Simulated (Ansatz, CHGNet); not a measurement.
1T (CdI2-type) TiTe2: equilibrium lattice constant a by level of theory

No measured value is used here.

```csv
level (code),value (Å)
CHGNet-r²SCAN,3.820
LDA (Ansatz),3.667
PBE (Ansatz),3.765
PBE-D3(BJ) (Ansatz),3.699
rVV10 (Ansatz),3.827
r²SCAN-D4 (Ansatz),3.792
r²SCAN+rVV10 (Ansatz),3.785
HSE06-D3(BJ) (Ansatz),3.684
PBE0-D4 (Ansatz),3.744
```

CHGNet-r²SCAN: the cell has another shape than the first-principles one, perhaps another minimum in the same group. LDA: LDA has no dispersion term either, though it tends to give short spacings of layers, chains or molecules. PBE: for a layered or molecular solid the relaxed cell lies over 5 % above the published volume, where the minimum can be shallow. PBE: the cell comes from a level without a dispersion term, which matters for the spacing of layers, chains or molecules. HSE06-D3(BJ), PBE0-D4: exact exchange on metals is sensitive to the k mesh and can open a false gap. Cutoffs and k meshes differ between the levels. Ansatz's density-functional and Hartree–Fock values are scalar-relativistic unless marked +SOC, with PAW data made under PBE.

Machine-learned potentials (CHGNet-r²SCAN) are trained on DFT data: a solid inside that data is no test of them.

Ansatz is a program for electronic structure.
